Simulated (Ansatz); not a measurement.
`BBCl` + HCl → `ClBCl` + BH₃ at 700 K and 1 bar (cleavage of the B–B bond).

Calculated with Ansatz (gas phase, PBE0-D4/def2-TZVP geometries, no zero-point term in ΔE). CBS: MP2 limit from def2 TZ/QZ plus the TZ coupled-cluster correction, frozen cores. This one scheme is used for every species.

| species | CCSD(T)/CBS energy (Eh) | H − E (kJ/mol) | S (J/(mol·K)) |
| --- | --- | --- | --- |
| `BBCl` | -511.15624 | 134.3 | 349.6 |
| HCl | -460.38127 | 38.4 | 211.8 |
| `ClBCl` | -945.02167 | 75.0 | 318.4 |
| BH₃ | -26.55200 | 96.5 | 225.0 |

H − E and S are ideal-gas, rigid-rotor, harmonic terms from PBE0-D4/def2-TZVP. 1 Eh = 2625.50 kJ/mol, R = 8.31446 J/(mol·K).

Task: By hand: ΔE, ΔH, ΔS and ΔG.

Result: ΔE = (-945.02167) + (-26.55200) − (-511.15624) − (-460.38127) = -0.03616 Eh = -94.9 kJ/mol. Δ(H − E) = 75.0 + 96.5 − 134.3 − 38.4 = -1.2, so ΔH = -96.1 kJ/mol. ΔS = 318.4 + 225.0 − 349.6 − 211.8 = -18.0 J/(mol·K). ΔG = -96.1 − 700 × (-18.0)/1000 = -83.5 kJ/mol.

Task: By hand: the equilibrium constant, and the temperature at which ΔG would vanish if ΔH and ΔS stayed fixed.

Result: log₁₀ K = −ΔG/(RT ln 10) = 6.2. ΔG = 0 at ΔH/ΔS = 5339 K, far beyond where these terms or the molecules hold.

ΔH outweighs TΔS. A doubt of 5 kJ/mol in ΔE shifts log₁₀ K by 0.4 here. These are equilibria of isolated gas molecules and say nothing of rates. Largest T1 diagnostic: 0.012 (customary marks: 0.02 for closed shells, 0.045 for open ones).
